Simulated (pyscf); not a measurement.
This saddle point was located with ωB97X-D3(BJ)/def2-SVP in PySCF.

```xyz
8

F      1.8416     0.1520    -1.3714
Si     0.2203     0.1606    -1.3822
F     -0.2395     1.6434    -1.8490
H     -0.2420    -0.8114    -2.4042
N     -0.2315     0.4619     1.4992
H     -0.2532    -0.0101     0.1369
H      0.7938     0.5131     1.6065
H     -0.4914     1.4420     1.3062
```
Charge 0, spin multiplicity 2.

Surface: doublet, charge 0. Lowest wavenumbers (cm⁻¹): 1151i, 51, 77, 164, 310.

### Question
Name the species on either side of this saddle.

### Answer
F–SiH•–F + NH₃ <-> F–SiH₂–F + NH₂•, a hydrogen abstraction read from left to right: H–N broken and H–Si formed. At ωB97M-D3(BJ)/def2-TZVP it lies +18.9 kcal/mol from the left side and +5.9 kcal/mol from the right (each side as separated species at their lowest minima found). One saddle was located; it need not be the lowest between these sides. The angle at the transferred H is 149°.
